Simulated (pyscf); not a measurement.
A first-order saddle from PySCF, ωB97X-D3(BJ)/def2-SVP:

```
C
H 1 1.0887
H 1 1.0887 2 119.85
H 1 1.0887 2 119.84 3 172.20
C 1 2.0384 2 87.71 4 -86.11
H 5 1.0951 1 103.36 2 180.00
H 5 1.0951 6 114.81 3 136.35
H 5 1.0951 6 114.81 7 136.29
Cl 1 2.1121 2 92.25 4 93.90
```
Charge 0, spin multiplicity 2.

Surface: doublet, charge 0. Lowest wavenumbers (cm⁻¹): 958i, 185, 185, 213, 304.

Q: Name the species on either side of this saddle.

A: `[CH3][Cl]` + `[CH3]` [doublet] ⇌ `[CH3][CH3]` + `[Cl]` [doublet], a substitution at C read from left to right: C–Cl broken and C–C formed. At CCSD(T)/def2-TZVPP + ΔMP2(QZVPP) it lies +1.07 eV from the left side and +1.52 eV from the right (each side as separated species at their lowest minima found). The same reactants have a lower exit, to •H₂C–Cl + CH₄ (barrier +0.60 eV at ωB97M-D3(BJ), against +1.06 eV here). This is the saddle that the search found; another between the same sides may lie lower. The angle at the attacked C is 180°. The CCSD(T) − MP2 part came from Ansatz, without density fitting, on the same reference. A UHF reference is spin-contaminated (<S²> up to 0.85), which harms MP2 most. Left out: the spin-orbit lowering of Cl.
